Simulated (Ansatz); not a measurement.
Two isomers of C4H6O: A = `C#CCOC`, B = `CC1(O)C=C1`.

Isolated molecules relaxed with PBE0-D4/def2-TZVP in Ansatz; ΔE leaves out vibrations. CCSD(T)/CBS is the MP2 limit (def2-TZVPP, def2-QZVPP) plus CCSD(T) − MP2 in def2-TZVPP, frozen cores. DFT in def2-TZVPP. B3LYP here is the variant with VWN-RPA as its local correlation; programs differ in this. Each species was taken in one conformer, which may not be the lowest.

(1) Which isomer does CCSD(T)/CBS put lower? Give the gap. (Best estimate.)

(2) Give E(B) − E(A) in kJ/mol with ωB97M-V, CCSD(T)/def2-TZVPP, PBE0-D4, r2SCAN-D4, B3LYP-D4, HF/def2-TZVPP, MP2/def2-TZVPP. (Estimate.)

Largest T1 diagnostic: 0.011.

## Answers

(1) The calculation gave: B, by 0.8 kJ/mol. So small a gap doesn't settle the order.

(2) Computed: ωB97M-V -5.8, CCSD(T)/def2-TZVPP 4.3, PBE0-D4 -20.7, r2SCAN-D4 -13.1, B3LYP-D4 6.7, HF/def2-TZVPP 27.3, MP2/def2-TZVPP -2.0. The order is the other way round with CCSD(T)/def2-TZVPP, B3LYP-D4, HF/def2-TZVPP.

In def2-TZVPP, CCSD(T) changes the Hartree–Fock value by −22.9 kJ/mol (the triples alone add −2.2 kJ/mol) and MP2 by −29.2 kJ/mol.
